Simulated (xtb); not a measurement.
xtb input:

```bash
xtb mol.xyz --gfnff --opt tight --chrg 0 --uhf 0
```
mol.xyz:
```
2

F     -0.00000000    -0.00000000    -0.09245367
H      0.00000000     0.00000000     0.83208299
```

Task: What final total energy does it print?

Result: -0.15756 Eh (GFN-FF).
